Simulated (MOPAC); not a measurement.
MOPAC input (MNDO):

```
MNDO PRECISE GNORM=0.05 LET XYZ UHF MS=0.5 GEO-OK AUX(PRECISION=9) THREADS=1
C4H5

C    -0.01045730 1    1.16494198 1    0.28083334 1
C     0.00335542 1   -1.08563455 1    0.35835550 1
C     0.78119601 1    0.05343446 1   -0.22140404 1
C    -0.77709543 1    0.04331744 1   -0.23746258 1
H    -0.01266110 1    2.16400671 1   -0.13473259 1
H    -0.00706515 1   -1.19627589 1    1.43925234 1
H     0.01509168 1   -2.02148969 1   -0.19091273 1
H     1.43058472 1    0.00791586 1   -1.08314434 1
H    -1.40794231 1   -0.01051293 1   -1.11239601 1
```

What heat of formation does the run end on?

100.13 kcal/mol.
